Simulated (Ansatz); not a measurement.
[B2H7]- (B₂H₇⁻). The state is a singlet with charge -1. Geometry PBE0-D4/def2-TZVPD; atoms count from 1.

```tsv
atom	x (Å)	y (Å)	z (Å)
B1	0.745	-0.131	0.855
H2	-0.419	-0.368	0.297
B3	-0.723	0.150	-0.871
H4	0.331	-0.316	1.993
H5	1.488	-1.015	0.475
H6	1.172	0.989	0.695
H7	-1.276	1.206	-0.633
H8	-1.511	-0.743	-1.158
H9	0.195	0.228	-1.654
```

Q: Estimate the Mulliken populations from the PBE0/def2-TZVPD orbitals of Ansatz.

A: 
```json
{"atom": "B1", "charge (e)": "-0.51"}
{"atom": "H2", "charge (e)": "0.28"}
{"atom": "B3", "charge (e)": "-0.50"}
{"atom": "H4", "charge (e)": "-0.06"}
{"atom": "H5", "charge (e)": "-0.05"}
{"atom": "H6", "charge (e)": "-0.03"}
{"atom": "H7", "charge (e)": "-0.05"}
{"atom": "H8", "charge (e)": "-0.06"}
{"atom": "H9", "charge (e)": "-0.03"}
```
Mulliken values and Mayer orders depend strongly on the basis. With diffuse functions, as here, like atoms can get unlike values, and bond orders can come out too low or too high.
